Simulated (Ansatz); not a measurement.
We consider hcp Hf, described by r²SCAN in Ansatz (PAW).

Settings: plane-wave cutoff 600 eV, 24×24×14 k mesh (along the axes of the cell as run), Fermi–Dirac smearing 0.042 eV (set by the program), scalar-relativistic PAW data made under PBE.

Cell (relaxed at this level):

```
Hf
1.0
    3.19896     0.00000     0.00000
   -1.59948     2.77038     0.00000
    0.00000     0.00000     5.04451
Hf
2
Direct
  0.66667   0.33333   0.75000
  0.33333   0.66667   0.25000
```

Task: Give the computed elastic constant C44, polycrystal shear modulus (Hill average), elastic constant C13, elastic constant C66, elastic constant C11, elastic constant C12 and elastic constant C33.

Result: 
* **elastic constant C44**: 61.3 GPa
* **polycrystal shear modulus (Hill average)**: 61.8 GPa
* **elastic constant C13**: 65.8 GPa
* **elastic constant C66**: 59.8 GPa
* **elastic constant C11**: 192 GPa
* **elastic constant C12**: 72.5 GPa
* **elastic constant C33**: 200 GPa

Elastic constants are with the ions relaxed.

Spin–orbit coupling is not included.

Computed values are for the static lattice.

Ansatz is a quantum-chemistry and plane-wave program.
